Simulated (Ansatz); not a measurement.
Ansatz (a program for electronic structure) input:

Ansatz 0.2 input:
```yaml
crystal:
  periodic: [false, false, false]
  atoms:
    - {symbol: C, position_ang: [-0.00155029, 1.50196649, -0.45166829]}
    - {symbol: S, position_ang: [-0.01239716, 0.12323346, 0.57976964]}
    - {symbol: C, position_ang: [0.01896339, -1.47872388, -0.43190787]}
    - {symbol: H, position_ang: [0.91934809, 1.64260953, -1.02669247]}
    - {symbol: H, position_ang: [-0.90073509, 1.62984334, -1.06289763]}
    - {symbol: H, position_ang: [0.01148869, -2.34173312, 0.24815888]}
    - {symbol: H, position_ang: [-0.85846291, -1.52720035, -1.08442388]}
    - {symbol: H, position_ang: [0.92223725, -1.51471040, -1.04900214]}
basis:
  gaussian:
    orbitals: def2-TZVP
hamiltonian:
  xc: b3lyp
  dispersion: d3bj
total_charge: -1
phonons: {temperatures: {t_min: 298.15, t_max: 298.15, t_step: 100}}
```

Question: Which total energy does the run end on?

Answer: -477.44235 Eh (B3LYP-D3(BJ)/def2-TZVP). The basis has 129 functions. The run takes around 90 core-seconds (rough).

It need not be the lowest isomer of its formula. Whether it binds its extra electron was not tested at this geometry.
